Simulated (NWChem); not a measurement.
The numbers come from NWChem runs, not from measurements. System: HN, charge 0, spin multiplicity 3, at a geometry optimised with UPBE/def2-SVP. The structure started from a generated list of species. Its SCF solution wasn't tested for a lower state. Level: UMP2/def2-TZVPD, 1 core orbitals frozen.

Job file:

```
start mol
memory heap 200 mb stack 900 mb global 1100 mb
geometry units angstroms nocenter noautoz
  N      0.000000     0.000000     0.132558
  H      0.000000     0.000000    -0.927906
  symmetry group C2v
end
basis spherical
  * library def2-tzvpd
end
scf
  uhf
  nopen 2
  maxiter 100
  thresh 1e-7
  semidirect memsize 60000000 filesize 0
  # guess.movecs holds the orbitals of an unrestricted PBE0 run
  vectors input guess.movecs output mol.movecs
end
mp2
  freeze core 1
end
task mp2 energy
```

Output (cleaned and shortened):

```
             Northwest Computational Chemistry Package (NWChem) 7.3.0
             --------------------------------------------------------

                                NWChem Input Module
                                -------------------

 Scaling coordinates for geometry "geometry" by  1.889725989
 (inverse scale =  0.529177249)

 Turning off AUTOSYM since
 SYMMETRY directive was detected!

                             Geometry "geometry" -> ""
                             -------------------------

 Output coordinates in angstroms (scale by  1.889725989 to convert to a.u.)

  No.       Tag          Charge          X              Y              Z
 ---- ---------------- ---------- -------------- -------------- --------------
    1 N                    7.0000     0.00000000     0.00000000     0.13255800
    2 H                    1.0000     0.00000000     0.00000000    -0.92790600

 Effective nuclear repulsion energy (a.u.)       3.4930377108

            Nuclear Dipole moment (a.u.)
            ----------------------------
        X                 Y               Z
 ---------------- ---------------- ----------------
     0.0000000000     0.0000000000    -0.0000000000

      Symmetry information
      --------------------

 Group name             C2v
 Group number             16
 Group order               4
 No. of unique centers     2

      Symmetry unique atoms

     1    2


 Summary of "ao basis" -> "" (spherical)
 ------------------------------------------------------------------------------
       Tag                 Description            Shells   Functions and Types
 ---------------- ------------------------------  ------  ---------------------
 *                         def2-tzvpd                 on all atoms

 Summary of "ao basis" -> "ao basis" (spherical)
 ------------------------------------------------------------------------------
       Tag                 Description            Shells   Functions and Types
 ---------------- ------------------------------  ------  ---------------------
 N                         def2-tzvpd               13       37   6s3p3d1f
 H                         def2-tzvpd                5        9   3s2p

                                 NWChem SCF Module
                                 -----------------

  ao basis        = "ao basis"
  functions       =    46
  atoms           =     2
  alpha electrons =     5
  beta  electrons =     3
  charge          =   0.00
  wavefunction    = UHF
  use symmetry    = T
  symmetry adapt  = T

 Summary of "ao basis" -> "ao basis" (spherical)
 ------------------------------------------------------------------------------
       Tag                 Description            Shells   Functions and Types
 ---------------- ------------------------------  ------  ---------------------
 N                         def2-tzvpd               13       37   6s3p3d1f
 H                         def2-tzvpd                5        9   3s2p

      Symmetry analysis of basis
      --------------------------

        a1         22
        a2          4
        b1         10
        b2         10

 Forming initial guess at       0.0s

   Symmetry analysis of molecular orbitals - initial alpha
   -------------------------------------------------------

  Numbering of irreducible representations:

     1 a1          2 a2          3 b1          4 b2

  Orbital symmetries:

     1 a1          2 a1          3 a1          4 b2          5 b1
     6 a1          7 a1          8 b1          9 b2         10 a1
[...]
    1 N    7     7.20   0.82  1.15  0.62  0.97  0.30  0.01  1.28  1.43  0.60  0.00  0.02  0.00  0.00
    2 H    1     0.80   0.25  0.42  0.09  0.03  0.01

  Mulliken analysis of the alpha density
  --------------------------------------

    Atom       Charge   Shell Charges
 -----------   ------   -------------------------------------------------------
    1 N    7     4.66   0.41  0.58  0.33  0.51  0.12 -0.00  1.05  1.16  0.48  0.00  0.01  0.00  0.00
    2 H    1     0.34   0.11  0.17  0.03  0.02  0.01

   Mulliken analysis of the beta density
   -------------------------------------

    Atom       Charge   Shell Charges
 -----------   ------   -------------------------------------------------------
    1 N    7     2.54   0.41  0.58  0.28  0.46  0.18  0.01  0.23  0.27  0.12  0.00  0.01 -0.00  0.00
    2 H    1     0.46   0.14  0.25  0.05  0.01  0.00

   Mulliken analysis of the spin density
   -------------------------------------

    Atom       Charge   Shell Charges
 -----------   ------   -------------------------------------------------------
    1 N    7     2.11   0.00 -0.00  0.05  0.05 -0.06 -0.01  0.82  0.89  0.36 -0.00  0.00  0.00 -0.00
    2 H    1    -0.11  -0.03 -0.08 -0.02  0.01  0.01

       Multipole analysis of the density wrt the origin
       ------------------------------------------------

     L   x y z        total         alpha         beta         nuclear
     -   - - -        -----         -----         ----         -------
     0   0 0 0     -0.000000     -5.000000     -3.000000      8.000000

     1   1 0 0     -0.000000     -0.000000     -0.000000      0.000000
     1   0 1 0     -0.000000      0.000000     -0.000000      0.000000
     1   0 0 1     -0.635479     -0.528173     -0.107306     -0.000000

     2   2 0 0     -4.669920     -3.353792     -1.316128      0.000000
     2   1 1 0      0.000000      0.000000      0.000000      0.000000
     2   1 0 1      0.000000      0.000000      0.000000      0.000000
     2   0 2 0     -4.669920     -3.353792     -1.316128      0.000000
     2   0 1 1     -0.000000     -0.000000     -0.000000      0.000000
     2   0 0 2     -4.361287     -4.196729     -3.678524      3.513966

                   NWChem MP2 Semi-direct Energy/Gradient Module
                   ---------------------------------------------

  Basis functions       =     46
  Molecular orbitals    =     46
  Frozen core           =      1
  Frozen virtuals       =      0
  Active alpha occupied =      4
  Active beta occupied  =      2
  Active alpha virtual  =     41
  Active beta virtual   =     43
  Use MO symmetry       = T
  Use skeleton AO sym   = T

  AO/Fock/Back tols     =   1.0D-09  1.0D-09  1.0D-09

 GA uses MA = F    GA memory limited = T

 Available:
  local mem=  1.26D+08
 global mem=  1.44D+08
 local disk=  0.00D+00
  mp2_memr nvloc                    41
  nvloc new                    41
   1 passes of   4:        3145728                      12513                    606448.
   1 passes of   4: M    126154003           G      144174968           F     123008275.

 Semi-direct pass number   1 of   1  for UHF alpha       at        0.2s
  vrange nnbf                  1081
  mp2_eaftype                    10  avail_ma_in_mb                  1099
 EAF : mp2_eaftype filesize          10     303224.
  mp2_eaf for mointskh                     10
Node 0 wrote      1.4 Mb in      0.0 s     Agg I/O rate:  2196.7 Mb/s
 Done moints_semi at        0.4s
  mp2_eaftype                    10  avail_ma_in_mb                  1089
 EAF : mp2_eaftype filesize          10     303224.
  mp2_eaf for kh                    10
 Done maket at        0.4s
 Done multipass loop at        0.4s

 GA uses MA = F    GA memory limited = T

 Available:
  local mem=  1.26D+08
 global mem=  1.44D+08
 local disk=  0.00D+00
  mp2_memr nvloc                    43
  nvloc new                    43
   1 passes of   2:        3145728                       8614                    319767.
   1 passes of   2: M    126154003           G      144174968           F     123008275.

 Semi-direct pass number   1 of   1  for UHF beta        at        0.4s
  vrange nnbf                  1081
  mp2_eaftype                    10  avail_ma_in_mb                  1099
 EAF : mp2_eaftype filesize          10     159883.
  mp2_eaf for mointskh                     10
Node 0 wrote      0.7 Mb in      0.0 s     Agg I/O rate:  2903.0 Mb/s
 Done moints_semi at        0.6s
  mp2_eaftype                    10  avail_ma_in_mb                  1089
 EAF : mp2_eaftype filesize          10     159883.
  mp2_eaf for kh                    10
 Done maket at        0.6s
 Done multipass loop at        0.6s

          -------------------------------------------
          SCF energy                 -54.982461895470
          Correlation energy          -0.134551248739
          Singlet pairs                0.000000000000
          Triplet pairs                0.000000000000
          Total MP2 energy           -55.117013144209
          -------------------------------------------

          ---------------------------------------------------
                    Spin Component Scaled (SCS) MP2
          Same spin pairs                     -0.032270824286
          Same spin scaling factor             0.333333333333
          Opposite spin pairs                 -0.102280424454
          Opposite spin scaling fact.          1.200000000000
          SCS-MP2 correlation energy          -0.133493450773
          Total SCS-MP2 energy               -55.115955346243
          ---------------------------------------------------

 -----------------------
 Performance information
 -----------------------

 Timer overhead =  1.93D-07 seconds/call

               Nr. of calls         CPU time (s)                 Wall time (s)                GFlops
             ---------------    -------------------     ------------------------------   -------------------
Name         Min   Avg   Max    Min     Avg     Max     Min     Avg     Max   Mx/calls   Min     Max     Sum
mp2: moin     2     2     2   0.32    0.32    0.32     0.32    0.32    0.32    0.16      0.0     0.0     0.0
mp2: make     2     2     2   1.12E-2 1.12E-2 1.12E-2  1.12E-2 1.12E-2 1.12E-2 5.60E-3   0.0     0.0     0.0
mp2: tota     1     1     1   0.37    0.37    0.37     0.37    0.37    0.37    0.37      0.0     0.0     0.0

 The average no. of pstat calls per process was 5.00D+00
 with a timing overhead of 9.65D-07s

 Task  times  cpu:        0.5s     wall:        0.5s

 Total times  cpu:        0.6s     wall:        0.6s
```
